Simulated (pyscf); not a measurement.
Structures and frequencies: ωB97X-D3(BJ)/def2-SVP in PySCF.

**Question.** For the elementary gas-phase step `[NH2][Nb]([OH])([Cl])([Cl])[Cl]` → `[NH]=[Nb]([Cl])([Cl])[Cl]` + `[OH2]` (singlet surface; H–N, Nb–O broken, H–O formed), what barrier and reaction energy does ωB97M-D3(BJ)/def2-TZVP give, measured from the reactant's lowest minimum found?

**Answer.** ΔE‡ = 1.52 eV, ΔE = +0.89 eV. Zero-point energy shifts the barrier by -0.13 eV. It is an elimination, with an imaginary mode of 1695i cm⁻¹. On the product side the descent ends in an adduct with a Nb–O contact, 0.66 eV under the separated species and 1.22 eV under the saddle at ωB97X-D3(BJ)/def2-TZVP. What is counted as broken (Nb–O) persists as a longer contact in the product adduct; parting that adduct is a step of its own. At the saddle there is also a short H–Nb contact that neither side keeps. One saddle was located; it need not be the lowest between these sides. Elements past Kr carry the def2 core potentials, without spin-orbit coupling.
